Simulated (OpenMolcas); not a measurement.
# A ladder of methods for SiH4O (silanol)

The species is SiH4O (6 atoms), meant as a singlet with charge 0. As SMILES, `O[SiH3]`. The shape is that of a PBE0-D4/def2-TZVP optimisation.

```xyz
6

O     0.6367   -1.0303    0.4190
Si   -0.0357    0.3465   -0.1870
H     0.0691   -1.6292    0.9047
H    -1.1283    0.0457   -1.1528
H     1.0605    1.0649   -0.8756
H    -0.6023    1.2024    0.8917
```

Each level gives the energy change with the O1–H3 bond stretched from 0.957 to 2.106 Å (eV). The values are calculated.

| level | kind | program | value (eV) | less CCSD(T)/cc-pVTZ |
| --- | --- | --- | --- | --- |
| BLYP/cc-pVTZ (restricted) | GGA | OpenMolcas | 4.81 | -0.07 |
| PBE/cc-pVTZ (restricted) | GGA | OpenMolcas | 4.97 | +0.09 |
| revPBE/cc-pVTZ (restricted) | GGA | OpenMolcas | 4.92 | +0.04 |
| TPSS/cc-pVTZ (restricted) | meta-GGA | OpenMolcas | 5.07 | +0.19 |
| r2SCAN/cc-pVTZ (restricted) | meta-GGA | OpenMolcas | 5.34 | +0.46 |
| BHLYP/cc-pVTZ (restricted) | global hybrid | OpenMolcas | 6.08 | +1.20 |
| M06-2X/cc-pVTZ (restricted) | hybrid meta-GGA | OpenMolcas | 5.91 | +1.03 |
| CCSD(T)/cc-pVTZ (Cholesky decomposition) (restricted) | coupled cluster or CI | OpenMolcas | 4.88 | 0.00 |

Differences are taken from CCSD(T)/cc-pVTZ (Cholesky decomposition) (restricted) for orientation; it has basis-set and higher-order errors of its own. At this stretch a single reference begins to fail. The first shape isn't each level's own minimum. The values span 4.81 to 6.08 eV.
